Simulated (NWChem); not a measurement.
**CHCl2F (SMILES FC(Cl)Cl) at MP2/6-311+G(d,p)**

What is the vertical ionisation energy of CHCl2F at MP2/6-311+G**? 

The results are computed with NWChem 7.3.0.

3 further runs of the same task are left out: 3 that didn't finish.

**1. The system as given**

The species is CHCl2F (5 atoms), meant as a singlet with charge 0. As SMILES, `FC(Cl)Cl`. The coordinates come from a PBE0-D4/def2-TZVP relaxation.

Bond lengths: F1–C2 1.340 Å, C2–Cl3 1.759 Å, C2–Cl4 1.759 Å, C2–H5 1.088 Å. Angles: F1–C2–Cl3 109.4°, F1–C2–Cl4 109.4°, Cl3–C2–Cl4 111.6°, F1–C2–H5 109.7°, Cl3–C2–H5 108.4°, Cl4–C2–H5 108.4°.

**2. A single-point energy at MP2/6-311+G(d,p)**

File calc.nw:

```
echo
start calc
title "CHCl2F mp2"
memory total 2200 mb

geometry noautosym nocenter noautoz
  F       -0.590600       0.132500       1.230400
  C        0.006400       0.099400       0.030700
  Cl       1.459900      -0.886800       0.126900
  Cl      -1.120400      -0.525200      -1.167100
  H        0.294600       1.106400      -0.262500
end

basis "ao basis" spherical bse
  * library 6-311+G**
end

scf
  thresh 1e-08
  maxiter 80
  noprint "final vectors analysis"
end

mp2
  freeze core 12
  tight
end

task mp2
```

Launch:

```
$ nwchem calc.nw > calc.out
```

Log:

```text
[...]
  functions       =   110
[...]
  wavefunction    = RHF
[...]
         Total SCF energy =  -1056.926274129481
      One-electron energy =  -1882.932501351304
      Two-electron energy =    614.051951345123
 Nuclear repulsion energy =    211.954275876699
        Time for solution =     31.2s
[...]
          Total MP2 energy         -1057.556787794077
[...]
```

Run time: 38 s. Hardware: 1 thread of Intel Xeon Platinum 8259CL at 2.50GHz (Skylake/Cascade Lake), shared host; peak memory 0.35 GiB.

**3. The doublet cation**

File chcl2f.nw:

```
start chcl2f
title "CHCl2F"
memory total 2200 mb
charge 1

geometry units angstroms noautosym nocenter noautoz
   F    -0.590600    0.132500    1.230400
   C     0.006400    0.099400    0.030700
   Cl    1.459900   -0.886800    0.126900
   Cl   -1.120400   -0.525200   -1.167100
   H     0.294600    1.106400   -0.262500
end

basis spherical bse
   * library 6-311+G**
end

scf
   doublet
   uhf
   thresh 1e-08
   maxiter 80
   print low
end

mp2
   freeze core 12
   tight
end

task mp2
```

Launch:

```
$ nwchem chcl2f.nw > chcl2f.out
```

Log:

```text
[...]
  functions       =   110
[...]
  wavefunction    = UHF
[...]
         Total SCF energy =  -1056.510602742698
      One electron energy =  -1869.382354653789
      Two electron energy =    600.917476034392
 Nuclear repulsion energy =    211.954275876699
                       Sz =      0.5000
                 Sz(Sz+1) =      0.7500
                      S^2 =      0.7606
[...]
          Total MP2 energy         -1057.116914371656
[...]
```

Run time: 5.2 min. Hardware: 1 thread of Intel Xeon Platinum 8259CL at 2.50GHz (Skylake/Cascade Lake), shared host; peak memory 0.34 GiB.

**4. Results**

At MP2/6-311+G**, 12 core orbitals frozen:

| quantity | value |
| --- | --- |
| singlet CHCl2F: total energy | -1057.55679 Eh |
| singlet CHCl2F: correlation energy (12 core orbitals frozen) | -630.5 mEh |
| doublet cation: total energy | -1057.11691 Eh |
| doublet cation: correlation energy (12 core orbitals frozen) | -606.3 mEh |
| doublet cation: ⟨S²⟩ of the reference determinant | 0.761 |
| vertical ionisation energy (to the doublet cation) | 11.970 eV |

**Reading.** The vertical ionisation energy comes to 11.97 eV (276 kcal/mol). Mulliken charges (singlet CHCl2F) run from -0.53 on C2 to +0.23 on H5; in a basis this large or diffuse they mean little.
